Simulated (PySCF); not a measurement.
The dipole of `O=NOO` from its density and from atomic charges.

Coordinates (PBE0-D3(BJ)/def2-SVP, Å) and charges (e) from the PBE0/pcSseg-1 density (PySCF):

| atom | x | y | z | Mulliken | IAO | Hirshfeld | ESP-fitted |
| --- | --- | --- | --- | --- | --- | --- | --- |
| O1 | 1.939 | -0.190 | -0.455 | -0.1928 | -0.1954 | -0.0949 | -0.1120 |
| N2 | 0.868 | 0.249 | -0.549 | +0.3004 | +0.2694 | +0.1058 | +0.1197 |
| O3 | -0.036 | -0.536 | 0.211 | -0.1755 | -0.1182 | -0.0435 | -0.0171 |
| O4 | -1.311 | -0.023 | -0.005 | -0.1881 | -0.3342 | -0.1457 | -0.3926 |
| H5 | -1.460 | 0.501 | 0.797 | +0.2560 | +0.3785 | +0.1783 | +0.4020 |

Task: What dipole does each set of charges give (1 e·Å = 4.803 D), and what does the density give?

Result: The full density gives (-0.97, 1.24, 1.39) D, 2.10 D in size; dipole vectors point from the negative to the positive end.

```tsv
scheme	μx	μy	μz	size (D)	share of the full size (%)	angle to the full dipole (°)
Mulliken	-1.12	1.62	0.44	2.02	96	29
IAO	-1.22	1.75	1.05	2.38	114	16
Hirshfeld	-0.77	0.77	0.57	1.23	58	15
ESP-fitted	-0.89	1.30	1.46	2.15	102	3
```

Task: Which set comes closest?

Result: Length of the difference vector: ESP-fitted 0.13 D, IAO 0.67 D, Hirshfeld 0.97 D, Mulliken 1.04 D. Closest: ESP-fitted. The schemes that divide the density aren't constrained to reproduce the dipole.

Task: What is left for the Hirshfeld atoms' own dipoles?

Result: The shares of the density sum to the whole, so what Σ q r misses lies in dipoles about the nuclei. The atomic dipoles sum to (-0.97, 1.24, 1.39) − (-0.77, 0.77, 0.57) = (-0.20, 0.47, 0.82) D, 0.97 D in size.

Task: With the origin at the mean of the coordinates, (0.000, 0.000, 0.000) Å, which are the largest single terms, by size, of the Mulliken dipole along the direction of the full one?

Result: H5 +1.84, O1 +1.21, N2 -0.89, O4 -0.53, O3 +0.13 D; all 5 atoms together +1.76 D. The single terms depend on the origin, their sum doesn't.

Task: Give the size of the full dipole in other units.

Result: 2.10 D = 0.826 au = 0.437 e·Å = 7.00 × 10⁻³⁰ C·m.

The structure is a single PBE0-D3(BJ)/def2-SVP conformer in the gas phase; no vibrational or solvent corrections.

These values come from a run that also computed NMR shieldings. Time: 2.0 s. Hardware: one thread of an x86-64 server, on a shared host.

Shape of the structure used: `[O:1]=[N:2][O:3][OH:4]`: O1–N2–O3–O4 -176°, H–O4–O3–N2 -101°.
